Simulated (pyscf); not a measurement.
Optimised with ωB97X-D3(BJ)/def2-SVP in PySCF.

### Question
Estimate by transition-state theory the rate constant of [H₃C–Al(CH₃)–NH]• + hydrogen (H₂) → H₃C–Al(CH₃)–NH₂ + H atom (H•) (doublet surface; H–H broken, H–N formed) at 298 K, with ωB97M-D3(BJ)/def2-TZVP energies (ideal gas, 1 atm, RRHO with modes under 100 cm⁻¹ raised to 100, one conformer, R ln 2 for chiral ones without a mode under 150 cm⁻¹; no tunnelling).

### Answer
The electronic barrier is 6.3 kcal/mol and the thermal terms add +7.0, so ΔG‡ = 13.3 kcal/mol. With k_BT/h = 6.21e+12 s⁻¹ and RT = 0.592 kcal/mol, and a volume of 4.06e-20 cm³ per molecule at 1 atm, k = 4.4e-17 cm³ molecule⁻¹ s⁻¹. Wigner's tunnelling factor for 985i cm⁻¹ would be 1.94, likely too low at so high a frequency. A shift of 1 kcal/mol in the barrier changes k by a factor 5.4. This is the saddle that the search found; another between the same sides may lie lower. The angle at the transferred H is 160°.
